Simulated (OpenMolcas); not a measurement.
**NH3 (ammonia) at 6 levels**

Aim: a comparison of 6 runs (HF/def2-TZVPPD, B3LYP/6-31G*, B2PLYP/def2-TZVPPD, B3LYP/def2-TZVPPD, MP2/def2-TZVPPD, CCSD(T)/def2-TZVPPD) of NH3 (ammonia). 

The calculation is run with OpenMolcas 26.06.

## Step 1: The structure to begin with

NH3 has 4 atoms, charge 0, and is taken as a singlet. SMILES: `N`. Geometry: relaxed at PBE0-D4/def2-TZVP.

Bond lengths: N1–H2 1.013 Å, N1–H3 1.013 Å, N1–H4 1.013 Å. Angles: H2–N1–H3 107.1°, H2–N1–H4 107.1°, H3–N1–H4 107.1°.

## Step 2: Energy and gradient at HF/def2-TZVPPD (run 1)

struct.xyz

```xyz
4

N     -0.069910     0.249470     0.110930
H      0.490470    -0.301820     0.749180
H     -0.887480    -0.301940    -0.118910
H      0.466920     0.354280    -0.741200
```

run.inp

```
* H3N Hartree-Fock

&GATEWAY
  BasLib
  $CurrDir
  Coord
  struct.xyz
  Basis
  def2-TZVPPD
  Group
  NoSym

&SEWARD

&SCF
  Thresholds
  1e-10 1e-07 1e-07 1e-05
  PrOrbitals
  0

&ALASKA
```

The basis set def2-TZVPPD is read from a file made from the Basis Set Exchange's data (not shown).

On the command line:

```
export MOLCAS_MEM=1860
pymolcas run.inp > run.log
```

Log:

```text
--- Start Module: gateway ---
[...]
--- Stop Module: gateway /rc=_RC_ALL_IS_WELL_ ---
[...]
      Basis functions           88
[...]
--- Start Module: scf ---
[...]
       Convergence after  13 Iterations
[...]
::    Total SCF energy                                -56.2219458139
[...]
      Total spin, S                                     0.0000000000
[...]
      Total electronic charge=   10.000000
      Total            charge=   -0.000000
[...]
      Dipole Moment (debye):
      Origin of the operator (angstrom)=   -0.0534    0.1904    0.0847
                   X=  3.9642E-01               Y= -1.4147E+00               Z= -6.2904E-01           Total=  1.5982E+00
      Quadrupole Moment (debye*angstrom):
[...]
--- Stop Module: scf /rc=_RC_ALL_IS_WELL_ ---
[...]
--- Start Module: alaska ---
[...]
 *              Molecular gradients               *
 **************************************************
  Irreducible representation: a
 ------------------------------------------------------------------------------------------
                              X                       Y                       Z
 ------------------------------------------------------------------------------------------
  N1               -3.63498962306819E-03    1.29602681187400E-02    5.76027241194943E-03
  H2                6.66539778580066E-03   -6.87183654058487E-03    7.25311590100985E-03
  H3               -9.41657685361585E-03   -6.87133150291785E-03   -2.87815259417112E-03
  H4                6.38616869088260E-03    7.82899924764657E-04   -1.01352357187943E-02
 ------------------------------------------------------------------------------------------
--- Stop Module: alaska /rc=_RC_ALL_IS_WELL_ ---
[...]
```

Wall time 7.2 s (1 thread of Arm Neoverse V1, shared host); peak memory 0.48 GiB.

## Step 3: Energy and gradient at B3LYP/6-31G(d) (spherical functions) (run 2)

job.inp

```
&GATEWAY
 BASLIB=$CurrDir
 COORD
 4
 bohr
 N     -0.13211075     0.47142998     0.20962732
 H      0.92685397    -0.57035714     1.41574502
 H     -1.67709414    -0.57058391    -0.22470733
 H      0.88235092     0.66949217    -1.40066500
 BASIS=6-31Gs
 GROUP=NoSym

&SEWARD
 GRIDINPUT
 Grid=UltraFine
 End of Grid

&SCF
 KSDFT=B3LYP
 THRESHOLDS=1e-10 1e-07 1e-07 1e-05
 PRORBITALS=1 1

&ALASKA
```

The basis set 6-31G* is read from a file made from the Basis Set Exchange's data (not shown).

On the command line:

```
export MOLCAS_MEM=1860
pymolcas job.inp > job.log
```

Log:

```text
--- Start Module: gateway ---
[...]
--- Stop Module: gateway /rc=_RC_ALL_IS_WELL_ ---
[...]
      Basis functions           20
[...]
--- Start Module: scf ---
[...]
       Convergence after  10 Iterations
[...]
::    Total KS-DFT energy                             -56.5465519488
[...]
      Total spin, S                                     0.0000000000
[...]
      Total electronic charge=   10.000000
      Total            charge=   -0.000000
[...]
      Dipole Moment (debye):
      Origin of the operator (angstrom)=   -0.0534    0.1904    0.0847
                   X=  4.5547E-01               Y= -1.6254E+00               Z= -7.2274E-01           Total=  1.8362E+00
      Quadrupole Moment (debye*angstrom):
[...]
--- Stop Module: scf /rc=_RC_ALL_IS_WELL_ ---
[...]
--- Start Module: alaska ---
[...]
 *              Molecular gradients               *
 **************************************************
  Irreducible representation: a
 ------------------------------------------------------------------------------------------
                              X                       Y                       Z
 ------------------------------------------------------------------------------------------
  N1                1.91796976140224E-03   -6.85447449063892E-03   -3.04981907621005E-03
  H2               -2.45550301618125E-03    3.13540489779895E-03   -2.04318568307627E-03
  H3                2.90482756751986E-03    3.13807825389278E-03    1.33370827915147E-03
  H4               -2.36729431274019E-03    5.80991338947012E-04    3.75929648013562E-03
 ------------------------------------------------------------------------------------------
--- Stop Module: alaska /rc=_RC_ALL_IS_WELL_ ---
[...]
```

Run time: 4.8 s. Hardware: 1 thread of Arm Neoverse V1, shared host; peak memory 0.37 GiB.

Runs 3 to 5 aren't shown in full; the table further down has their settings and results.

## Step 4: The energy at CCSD(T)/def2-TZVPPD (run 6)

mol.xyz

```xyz
4

N     -0.069910     0.249470     0.110930
H      0.490470    -0.301820     0.749180
H     -0.887480    -0.301940    -0.118910
H      0.466920     0.354280    -0.741200
```

mol.inp

```
* H3N CCSD(T)
&GATEWAY
BasLib=$CurrDir
Coord=mol.xyz
Basis=def2-TZVPPD
Group=NoSym
&SEWARD
&SCF
Thresholds=1e-10 1e-07 1e-07 1e-05
PrOrbitals=1 1
&RASSCF
FileOrb=$Project.ScfOrb
Spin=1
Nactel=0 0 0
Inactive=5
Ras2=0
OutOrbitals=Canonical
OrbListing=Few
&MOTRA
JobIph
Frozen=1
&CCSDT
CCT
Triples=2
Iterations=80
Accuracy=1e-08
Extrapolation=5 4
```

The basis set def2-TZVPPD is read from a file made from the Basis Set Exchange's data (not shown).

On the command line:

```
export MOLCAS_MEM=1860
pymolcas mol.inp > mol.log
```

Log:

```text
--- Start Module: gateway ---
[...]
--- Stop Module: gateway /rc=_RC_ALL_IS_WELL_ ---
[...]
      Basis functions           88
[...]
       Convergence after  13 Iterations
[...]
::    Total SCF energy                                -56.2219458139
[...]
      Total spin, S                                     0.0000000000
[...]
      Number of active orbitals                  0
[...]
      Spin quantum number                      0.0
[...]
      Active orbitals                            0
[...]
      Number of CSFs                             1
[...]
      Number of root(s) required                 1
[...]
      Convergence after  4 iterations
[...]
      Natural orbitals and occupation numbers for root  1
      ************************************************************************************************************************
      *                                                    Final results                                                     *
      ************************************************************************************************************************
[...]
::    RASSCF root number  1 Total energy:    -56.22194581
[...]
      Total electronic charge=   10.000000
      Total            charge=   -0.000000
[...]
      Dipole Moment (debye):
      Origin of the operator (angstrom)=   -0.0534    0.1904    0.0847
                   X=  3.9642E-01               Y= -1.4147E+00               Z= -6.2904E-01           Total=  1.5982E+00
      Quadrupole Moment (debye*angstrom):
[...]
--- Start Module: motra ---
[...]
      *** WARNING: Default frozen orbitals is overwritten by user input.
      *** Default values:   1
[...]
--- Stop Module: motra /rc=_RC_ALL_IS_WELL_ ---
[...]
--- Start Module: ccsdt ---
[...]
      Convergence after                    15  Iterations
      Total energy (diff) :     -56.47064958       0.00000000
[...]
 METHOD                       : CCSD+T(CCSD)+<T3(1)WT1> = CCSD(T)
[...]
       CCSD     =       -56.4706495810426
[...]
--- Stop Module: ccsdt /rc=_RC_ALL_IS_WELL_ ---
[...]
```

Run time: 17 s. Hardware: 1 thread of Arm Neoverse V1, shared host; peak memory 0.48 GiB.

## Step 5: The series

| run | level | integration grid | task | energy (Eh) | dipole moment (D) of the reference | HOMO energy (eV) | LUMO energy (eV) | wall time |
| --- | --- | --- | --- | --- | --- | --- | --- | --- |
| 1 | HF/def2-TZVPPD | – | gradient | -56.221946 | 1.60 | -11.65 | 2.15 | 7.2 s |
| 2 | B3LYP/6-31G* (spherical functions) | UltraFine | gradient | -56.546552 | 1.84 | -6.76 | 2.25 | 4.8 s |
| 3 | B2PLYP/def2-TZVPPD | UltraFine | energy | -56.538579 | 1.55 | -9.19 | 0.94 | 17 s |
| 4 | B3LYP/def2-TZVPPD | UltraFine | gradient | -56.590292 | 1.50 | -7.45 | -0.01 | 21 s |
| 5 | MP2/def2-TZVPPD | – | energy | -56.458438 | 1.60 | -11.65 | 2.15 | 6.3 s |
| 6 | CCSD(T)/def2-TZVPPD | – | energy | -56.478591 | 1.60 | -11.65 | 2.15 | 17 s |

## Step 6: Summary of results

```
                                         quantity         value
                              run 6: total energy  -56.47859 Eh
        run 6: dipole moment (mean-field density)        1.60 D
       run 6: HOMO energy (Hartree–Fock orbitals)     -11.65 eV
       run 6: LUMO energy (Hartree–Fock orbitals)       2.15 eV
     run 6: HOMO–LUMO gap (Hartree–Fock orbitals)      13.80 eV
run 6: correlation energy (1 core orbital frozen)    -256.6 mEh
                            run 6: (T) correction     -7.94 mEh
```

**Reading.** Below the HF energy at the same shape and in the same basis (def2-TZVPPD): MP2 -236.5 mEh; CCSD(T) -256.6 mEh. Over runs 1, 2, 3, 4 the dipole moment (its size) runs from 1.50 D (B3LYP/def2-TZVPPD) to 1.84 D (B3LYP/6-31G*). Over runs 1, 2, 3, 4 the HOMO–LUMO gap runs from 7.45 eV (B3LYP/def2-TZVPPD) to 13.80 eV (HF/def2-TZVPPD). Exact exchange widens orbital gaps. For B2PLYP the log adds the whole second-order term; the table takes 0.27 of it, as the functional is defined. Totals of different functionals can't be ranked against each other. All runs together took 73 s, the longest 21 s.
